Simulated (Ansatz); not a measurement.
**[SiPH4]− (SMILES [SiH2-]P): CCSDT(Q)/STO-3G**

Aim: the vertical singlet–triplet gap of [SiPH4]− at CCSDT(Q)/STO-3G, from 2 runs. 

Program for the calculation: Ansatz 0.2.0.

### 1 The structure to begin with

[SiPH4]−: 6 atoms, total charge -1, spin state singlet. As SMILES, `[SiH2-]P`. The shape is that of a GFN2-xTB optimisation. This is one conformer, not always the lowest.

Bond lengths: Si1–P2 2.225 Å, Si1–H3 1.503 Å, Si1–H4 1.503 Å, P2–H5 1.375 Å, P2–H6 1.375 Å. Angles: Si1–P2–H5 94.0°, Si1–P2–H6 94.1°, P2–Si1–H3 96.4°, P2–Si1–H4 96.5°, H5–P2–H6 91.3°, H3–Si1–H4 96.7°.

### 2 A single-point energy at CCSDT(Q)/STO-3G

in.yaml

```yaml
crystal:
  periodic: [false, false, false]
  atoms:
    - symbol: Si
      position_ang: [0.357650, -1.019850, -0.132620]
    - symbol: P
      position_ang: [-0.355230, 1.071380, 0.132600]
    - symbol: H
      position_ang: [-0.387090, -1.600590, 1.036860]
    - symbol: H
      position_ang: [-0.642080, -1.408110, -1.185860]
    - symbol: H
      position_ang: [0.407400, 1.565440, -0.899820]
    - symbol: H
      position_ang: [0.619350, 1.391730, 1.048840]
basis:
  gaussian:
    orbitals: STO-3G
total_charge: -1
correlation:
  method: ccsdt_q
  frozen_orbitals: {H: 0, P: 5, Si: 5}
accuracy: high
scf:
  omitted_lower_state_checks: [cluster_reference, increment]
```

On the command line:

```console
$ ansatz run in.yaml --threads 1 --pin off --max-ram 2610MiB --events-out events.jsonl --progress --plain --runs-dir runs
```

Standard output, cut to the lines that bear on the results:

```text
Warning: RAYON_NUM_THREADS=1 ignored (pool sized by the plan → 1); use --threads N
Functional definition: HF
  name "HF"
[...]
393 factors; integrals over basis functions are off by at most 2.7e-9 eV
[...]
mean field -16997.16569540 eV, -624.6343182132 hartree, gradient 3.1e-8 eV, S^2 0.000000; 0 other end points of the search recorded, 0 dependent functions left out
10 core orbitals not correlated: weight in the atoms' cores, before any rotation towards them, 1.000 or more for the frozen orbitals, at most 0.000 for the correlated occupied ones
reference -16997.16569540 eV, -624.6343182132 hartree; 7, 7 occupied and 5, 5 virtual orbitals, 393 factors
second order -1.75799917 eV of doubles, -0.00000000 eV of singles
cycle   1  -2.26253250 eV  change   -5.0e-1 eV  update   6.1e-2
[...]
cycle  20  -2.54657316 eV  change  -6.7e-12 eV  update  4.3e-10
perturbative correction -0.00002804 eV, -0.0000010303 hartree
Total energy: -16999.71229659 eV, -624.7279040810 hartree
Checks for a lower state left out: cluster_reference, increment
```

Run time: 0.28 s. Hardware: 1 thread of AMD EPYC 9R14 (Zen 4), shared host.

### 3 The triplet, same level

Edit in.yaml of step 2 so:

```diff
@@ -16,10 +16,7 @@
 basis:
-  gaussian:
-    orbitals: STO-3G
+  gaussian: {orbitals: STO-3G}
 total_charge: -1
-correlation:
-  method: ccsdt_q
-  frozen_orbitals: {H: 0, P: 5, Si: 5}
+magnetization: {spin_polarized: true, initial_magnetization: 2}
+correlation: {method: ccsdt_q, frozen_orbitals: {H: 0, P: 5, Si: 5}}
 accuracy: high
-scf:
-  omitted_lower_state_checks: [cluster_reference, increment]
+scf: {omitted_lower_state_checks: [cluster_reference, increment]}
```

On the command line:

```console
$ ansatz run in.yaml --threads 1 --pin off --max-ram 2610MiB --events-out events.jsonl --progress --plain --runs-dir runs
```

Standard output, cut to the lines that bear on the results:

```text
Warning: RAYON_NUM_THREADS=1 ignored (pool sized by the plan → 1); use --threads N
[... 2 set-up lines as earlier in the session ...]
[...]
393 factors; integrals over basis functions are off by at most 2.7e-9 eV
[...]
mean field -16990.54315471 eV, -624.3909443316 hartree, gradient 2.3e-8 eV, S^2 2.011422; 3 other end points of the search recorded, 0 dependent functions left out
10 core orbitals not correlated: weight in the atoms' cores, before any rotation towards them, 1.000 or more for the frozen orbitals, at most 0.000 for the correlated occupied ones
reference -16990.54315471 eV, -624.3909443316 hartree; 8, 6 occupied and 4, 6 virtual orbitals, 393 factors
second order -1.48308053 eV of doubles, -0.00000000 eV of singles
cycle   1  -1.94372601 eV  change   -4.6e-1 eV  update   6.1e-2
[...]
cycle  34  -2.24228056 eV  change  -1.2e-10 eV  update   1.7e-9
perturbative correction -0.00035469 eV, -0.0000130347 hartree
Total energy: -16992.78578996 eV, -624.4733596571 hartree
Checks for a lower state left out: cluster_reference, increment
```

Run time: 1.3 s. Hardware: 1 thread of AMD EPYC 9R14 (Zen 4), shared host; peak memory 0.11 GiB.

### 4 Results

Level: CCSDT(Q)/STO-3G, 10 core orbitals frozen.

| quantity | value |
| --- | --- |
| singlet: total energy | -624.72790 Eh |
| singlet: correlation energy (10 core orbitals frozen) | -93.6 mEh |
| singlet: T1 diagnostic | 0.007 |
| triplet: total energy | -624.47336 Eh |
| triplet: correlation energy (10 core orbitals frozen) | -82.4 mEh |
| triplet: ⟨S²⟩ of the reference determinant | 2.011 |
| triplet: T1 diagnostic | 0.011 |
| vertical energy of the triplet above the singlet | 6.927 eV |

**Reading.** At this shape the triplet lies 6.93 eV (668 kJ/mol) above the singlet. For an anion a state so high probably lies above electron detachment. In a minimal basis such a difference can be off by several eV, whatever the method.
